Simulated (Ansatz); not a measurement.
Compare A (`COCCC#N`) with its isomer B (`CCN=C=CO`).

Gas-phase electronic energies from Ansatz, PBE0-D4/def2-TZVP geometries. CBS: MP2 limit from def2 TZ/QZ plus the TZ coupled-cluster correction, frozen cores. DFT in def2-TZVPP. B3LYP here is the variant with VWN-RPA as its local correlation; programs differ in this. One conformer a species, not always the lowest.

Which isomer does CCSD(T)/CBS put lower? Give the gap. (An estimate is asked.)

Computed: A, by 25.1 kcal/mol.

Give E(B) − E(A) in kcal/mol with ωB97M-V, HF/def2-TZVPP, MP2/def2-TZVPP, B2PLYP, B3LYP, CCSD(T)/def2-TZVPP, r2SCAN-D4. (Best estimate.)

Ansatz gave: ωB97M-V 24.0, HF/def2-TZVPP 30.7, MP2/def2-TZVPP 28.1, B2PLYP 23.8, B3LYP 20.2, CCSD(T)/def2-TZVPP 26.7, r2SCAN-D4 19.4. None reverses the order clearly.

Largest T1 diagnostic: 0.013.

From PBE to PBE0 (25 % exact exchange), in def2-TZVPP and without D4, E(B) − E(A) moves by +3.1 kcal/mol. In def2-TZVPP, CCSD(T) changes the Hartree–Fock value by −4.0 kcal/mol (the triples alone add −1.2 kcal/mol) and MP2 by −2.5 kcal/mol.
